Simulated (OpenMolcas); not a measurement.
## OpenMolcas input wanted

PH2 has 3 atoms, charge 0, and is taken as a doublet. SMILES: `[PH2]`. The shape is that of a PBE0-D4/def2-TZVP optimisation.

```jsonl
{"atom": "P", "x (Å)": "0.5257", "y (Å)": "-0.3094", "z (Å)": "0.2582"}
{"atom": "H", "x (Å)": "0.1146", "y (Å)": "1.0515", "z (Å)": "0.1767"}
{"atom": "H", "x (Å)": "-0.6404", "y (Å)": "-0.7421", "z (Å)": "-0.4350"}
```

Settings wanted:

```json
{
 "method": "ROMP2",
 "reference": "ROHF",
 "integral approximation": "none",
 "symmetry": "none",
 "basis set": "pcseg-0",
 "task": "energy",
 "frozen core orbitals": "5",
 "nucleus": "point",
 "SCF convergence threshold": "1e-10"
}
```

Q: Write the OpenMolcas 26.06 input and the command.

A: One that was run (others would do as well):

job.inp:
```
&gateway
 baslib
 $CurrDir
 coord
 3
 angstrom
 P        0.525730      -0.309370       0.258210
 H        0.114640       1.051490       0.176750
 H       -0.640370      -0.742120      -0.434970
 basis
 pcseg-0
 group
 NoSym

&seward

&scf
 uhf
 spin
 2
 thresholds
 1e-10 1e-07 1e-07 1e-05
 prorbitals
 1 1

&rasscf
 fileorb
 $Project.UnaOrb
 spin
 2
 nactel
 1 0 0
 inactive
 8
 ras2
 1
 outorbitals
 Canonical
 orblisting
 Nothing

&caspt2
 ipea
 0.0
 frozen
 5
```

```bash
$ export MOLCAS_MEM=1860
$ pymolcas job.inp > job.log
```

(Basis files named in the input come from the Basis Set Exchange and aren't shown.)

Calculated total energy: -341.45723 Eh.
